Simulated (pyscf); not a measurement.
Thermochemistry of product channels of `[GaH2][AsH2]` + `[H]` [doublet] on the doublet surface, in kcal/mol, from ωB97M-D3(BJ)/def2-TZVP energies (ideal gas, 1 atm, RRHO with modes under 100 cm⁻¹ raised to 100, one conformer, R ln 2 for rigid chiral ones). Single points on ωB97X-D3(BJ)/def2-SVP structures (PySCF, gas phase).

```
products                               ΔE  ΔH(298 K)  ΔG(600 K)  ΔG(900 K)
----------------------------------  -----  ---------  ---------  ---------
`[GaH][AsH2]` [doublet] + `[H][H]`  -26.9      -25.2      -28.5      -29.9
`[GaH2][AsH]` [doublet] + `[H][H]`  -29.7      -28.5      -31.6      -33.0
```

These are energies of the channels, which say nothing of barriers. Elements up to Kr have no core potential and no relativistic terms here.
